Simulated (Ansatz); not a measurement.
The end point of a relaxation of C. Space group Fd-3m (No. 227), diamond type. Method: PBEsol (plane waves to 420 eV, PAW, scalar-relativistic; Ansatz, a first-principles code).

```cif
data_C8
_chemical_formula_sum 'C8'
_space_group_name_H-M_alt 'Fd-3m :1'
_space_group_IT_number 227
_space_group_name_Hall 'F 4d 2 3 -1d'
_cell_length_a 3.55366
_cell_length_b 3.55366
_cell_length_c 3.55366
_cell_angle_alpha 90.000
_cell_angle_beta 90.000
_cell_angle_gamma 90.000
loop_
_atom_site_label
_atom_site_type_symbol
_atom_site_symmetry_multiplicity
_atom_site_Wyckoff_symbol
_atom_site_fract_x
_atom_site_fract_y
_atom_site_fract_z
_atom_site_occupancy
C1 C 8 a 0.00000 0.00000 0.00000 1
```
(The calculation used a cell of 2 atoms; values per cell refer to that cell.)

For C, the volume per atom is 5.61 Å³, the density comes out as 3.56 g/cm³ and the band gap is 4.04 eV, indirect (valence top at Γ, conduction bottom at 75 % of the way from Γ to X) (no spin-orbit coupling). The smallest direct gap is 5.57 eV at Γ and the shortest distances is C–C 1.54 Å. The k-mesh is 16×16×16.

No spin polarisation in the result.

Measured for C: a 3.553 Å (static lattice; corrected from measurement; as listed in Daniel Mejia-Rodriguez, S. B. Trickey, Phys. Rev. B (2018)); gap 5.85 eV (static lattice; corrected from measurement; as listed in Wei Chen et al., Physical Review Materials (2018)). Computed minus measured — a: PBEsol 0.0 %; gap: PBEsol -1.81 eV. The computed values are for a static lattice, and a measured gap can be an optical one, lowered by exciton binding.

The run could not lose the symmetry of its start.

All atoms sit on sites fixed by symmetry, so only the cell could relax.
